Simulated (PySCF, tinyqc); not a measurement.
Orbital energy against energy difference: ionisation energy by orbital energies and by energy differences in the cc-pvdz basis, for BH, spin multiplicity 1. Computed by the program tinyqc with PySCF. 

Geometry (angstrom):
```
atom       x       y       z
B     0.0000  0.0000  0.0000
H     0.0000  0.0000  1.0500
```

CCSD(T) difference in the same basis = 9.4937 eV

IP-EOM-CCSD = 9.5144 eV

The cation is unrestricted; errors are against CCSD(T) in this basis, not against experiment.

First vertical ionisation energy (eV):
```
method     -e(HOMO)  E(cation) - E  error of -e(HOMO)  error of the difference
HF            9.215        8.27283             -0.278                   -1.221
LDA           5.074        9.53211             -4.420                    0.038
PBE           5.097        9.43319             -4.397                   -0.061
B3LYP         6.132        9.56859             -3.362                    0.075
PBE0          6.322        9.38649             -3.172                   -0.107
CAM-B3LYP     7.735        9.55140             -1.758                    0.058
LC-wPBE       9.182        9.45813             -0.312                   -0.036
```

Koopmans errs by -0.28 eV and Delta-HF by -1.22 eV: relaxation, 0.94 eV, lowers the value and the missing correlation difference works against it. The PBE level is off by -4.4 eV through the wrong tail of its potential, though its energy difference is off by -0.06 eV; exact exchange deepens the level, and among the orbital energies HF comes closest; among the differences LC-wPBE does. The restricted reference is unstable here: a spin-polarised solution lies 0.0079 hartree lower (PySCF), so results built on it describe a poor reference.
